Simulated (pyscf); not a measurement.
Elementary routes open to H₂B–OH (SMILES BO) + CH₄ (SMILES C) in the gas phase (singlet surface):
A. H₂B–CH₃ (SMILES BC) + H₂O (SMILES O) (B–O, C–H broken; B–C, H–O formed)
B. H₃C–BH–OH (SMILES CBO) + H₂ (SMILES [H][H]) (B–H, C–H broken; B–C, H–H formed)

Structures and frequencies: ωB97X-D3(BJ)/def2-SVP in PySCF.

Q: Rank the routes by free-energy barrier at 1200 K, lowest first, for ωB97M-D3(BJ)/def2-TZVP energies (ideal gas, 1 atm, RRHO with modes under 100 cm⁻¹ raised to 100, one conformer, R ln 2 for chiral ones without a mode under 150 cm⁻¹).

A: B (3.47 eV), A (3.78 eV)

Route B is the fastest of these, ahead of the next by 0.30 eV. The most stable products are those of B (ΔG = +0.08 eV), so kinetics and thermodynamics agree. At 298 K B is still the fastest. A: On the product side the descent ends in an adduct with a B–O contact, 0.49 eV under the separated species and 1.17 eV under the saddle at ωB97X-D3(BJ)/def2-TZVP. Only these routes are compared; each barrier is that of the saddle found, and lower ones may exist.
